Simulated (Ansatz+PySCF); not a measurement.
doublet Si2H6(+): levels of theory in one basis

```tsv
atom	x (Å)	y (Å)	z (Å)
Si	0.0058	0.0004	-1.3600
Si	-0.0072	0.0021	1.3615
H	1.4531	0.0064	-1.5726
H	-0.7328	-1.2686	-1.5722
H	-0.7158	1.2631	-1.5771
H	-1.4505	-0.0011	1.5770
H	0.7284	-1.2583	1.5818
H	0.7183	1.2727	1.5689
```

Basis set: cc-pVTZ on H; cc-pV(T+d)Z on Si (spherical functions). Left uncorrelated: 10 orbitals. Correlation on ROHF uses semicanonical orbitals with singles. Charge 1, multiplicity 2.

Computed with Ansatz (development build ahead of 0.2.0); each method stands on the lowest determinant of its kind that the runs found.

| method | E − E(ROHF) (eV) | <S²> of the determinant |
| --- | --- | --- |
| ROHF | 0.00 | 0.75 |
| UHF | -0.05 | 0.76 |
| ROHF-MP2 | -6.26 | – |
| UHF-MP2 | -6.27 | 0.76 |

(1) Is a single determinant a sound starting point here?

Answers

(1) By this sign, yes. Unrestricted orbitals gain 0.05 eV and <S²> is 0.76 against 0.75 for a pure state.
